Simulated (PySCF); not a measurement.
Isotope clusters of molecular radical cations, worked from isotope masses and abundances (centroid m/z, relative intensity):

1. 141.0717 (100.0), 142.0728 (11.7), 143.0693 (3.9)
2. 88.0519 (100.0), 89.0553 (4.5), 90.0565 (0.5)
3. 63.9614 (100.0), 64.9612 (0.9), 65.9579 (4.9)

Lines and terms under 0.3 % are left out. Candidates, as SMILES:
A. `CC(C)C(=O)O`
B. `O=S=O`
C. `C[Si](C)(C)n1cnnc1`

**Question.** Match clusters and compounds, and give each formula.

**Answer.** 
1 = C, C5H11N3Si, monoisotopic mass of the neutral 141.0722 u; relative to that species, one 13C gives 5.4 % at +1, one 29Si gives 5.1 % at +1, one 15N gives 1.1 % at +1 and one 30Si gives 3.3 % at +2.
2 = A, C4H8O2, monoisotopic mass of the neutral 88.0524 u; relative to that species, one 13C gives 4.3 % at +1 and one 18O gives 0.4 % at +2.
3 = B, SO2, monoisotopic mass of the neutral 63.9619 u; relative to that species, one 33S gives 0.8 % at +1, one 34S gives 4.5 % at +2 and one 18O gives 0.4 % at +2.

**Question.** Weight all lines of cluster 1 by their intensities. What mean results?

**Answer.** 141.246 u over all lines, faint ones too (the ion lacks one electron, 0.0005 u); standard atomic weights give 141.249 g/mol for C5H11N3Si.

**Question.** Give the exact less the nominal mass of each, in mDa.

**Answer.** C4H8O2 +52.4, SO2 -38.1, C5H11N3Si +72.2 (neutral, monoisotopic).

Abundances used (%; other tables differ somewhat): 12C 98.93, 13C 1.07; 28Si 92.2297, 29Si 4.6832, 30Si 3.0872; 14N 99.632, 15N 0.368; 1H 99.9885, 2H 0.0115; 16O 99.757, 17O 0.038, 18O 0.205; 32S 94.93, 33S 0.76, 34S 4.29, 36S 0.02.

Masses and patterns are calculated from tabulated isotope masses and abundances.
